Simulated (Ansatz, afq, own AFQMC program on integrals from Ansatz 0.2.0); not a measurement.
AFQMC on a folder of integrals that Ansatz 0.2.0 wrote.

```yaml
crystal:
  periodic: [false, false, false]
  atoms:
    - {symbol: O, position_ang: [0.000000, -0.099022, 0.000000]}
    - {symbol: H, position_ang: [0.000000, 0.785909, -1.154510]}
    - {symbol: H, position_ang: [0.000000, 0.785909, 1.154510]}
basis:
  gaussian: {orbitals: 6-31G}
magnetization: {spin_polarized: false}
correlation: {method: ccsd_t, electrons: outside_noble_gas, hamiltonian_folder: ham}
```

```sh
$ ansatz run in.yaml --threads 1 --pin off --events-out ev --progress --plain --max-ram 15360MiB --backend cuda --devices 0, --max-vram 18GiB
```

afq runs on the folder ham with

```
--method phaseless --trial hf --walkers 4000 --populations 20 --least-time 40 --time-step 0.005 --steps-per-block 20 --equilibration-blocks 160 --max-blocks 4000 --target-error 0.0017000 --factor-cut 1e-05 --seed 4755 --taylor-order 6
```

Times are imaginary, in 1/Eh. The walk had a cap of 49 s. With eight or more populations the least sampling time is a fifth of least-time, and the error comes from their spread.

Log:

```
orbitals 12  electrons 4 4  factors 65 of 140
reference energy -75.78723147 Eh
CCSD correlation -0.19270239 Eh in 11 cycles, weight of the determinant in the CISD state 0.8744
energy of the start -75.787232 Eh
 block  time / (1/Eh)  mean weight  energy / Eh
     1     0.100  1.0007  -75.826257
     2     0.200  1.0013  -75.856582
     3     0.300  1.0015  -75.880577
     4     0.400  1.0009  -75.897000
     5     0.500  1.0012  -75.911055
     7     0.700  1.0008  -75.936171
     9     0.900  1.0004  -75.943815
    17     1.700  1.0000  -75.961482
    33     3.300  1.0000  -75.978560
    49     4.900  1.0001  -75.971934
    65     6.500  0.9996  -75.979076
    73     7.300  0.9999  -75.993362
    81     8.100  0.9997  -75.981547
    97     9.700  1.0000  -75.980566
   113    11.300  0.9999  -75.966837
   129    12.900  1.0003  -75.972855
   145    14.500  0.9996  -75.979199
   161    16.100  0.9995  -75.967584
   177    17.700  0.9999  -75.986474
   193    19.300  0.9997  -75.975584
   209    20.900  1.0000  -75.976042
   225    22.500  0.9999  -75.972873
   241    24.100  0.9998  -75.983582
   257    25.700  1.0001  -75.985908
   273    27.300  1.0000  -75.965621
   289    28.900  1.0001  -75.975370
   305    30.500  1.0003  -75.981212
   313    31.300  0.9999  -75.971551
error from the spread of 20 populations
energy -75.980842 +/- 0.001612 Eh
(rows thinned)
```

The run passed its tests (sampling time, drift between the halves within three errors, error under three times the target), which doesn't prove that it has relaxed.

Against this walk (error 43.9 meV) on the same determinant: CCSD(T) 102.1 meV lower, CCSDT(Q) 136.6 meV lower, CCSDTQ 129.2 meV lower, full CI 131.9 meV lower, a separate phaseless walk with a CISD trial and standard settings 107.9 ± 44.3 meV lower. The error is statistical and leaves out the bias of the constraint. Full CI is exact here, so the walk's 132 meV above it is the walk's own error: the bias of the constraint with this trial.

Cautions: constraint bias not in the error; restricted determinant unstable towards unrestricted (UHF 734 meV lower, ⟨S²⟩ 0.92); raised T1 diagnostic (T1 0.022, weight of the determinant 0.87, largest double 0.14).

The walk took 23 s on 1 × NVIDIA H100 80GB HBM3 with 2 threads of AMD EPYC 7R13 Processor (Zen 3) (shared host) (the card was shared). The log's last line is the phaseless energy.

CCSDT and higher add their correlation energy to the determinant of the CCSD(T) run, since their own runs factorise the integrals more tightly (a shift of under 2 meV). A walk keeps the symmetry of its determinant, which the program's search chose and which needn't be the lowest solution, so a lower state of the same spin and another symmetry isn't excluded.
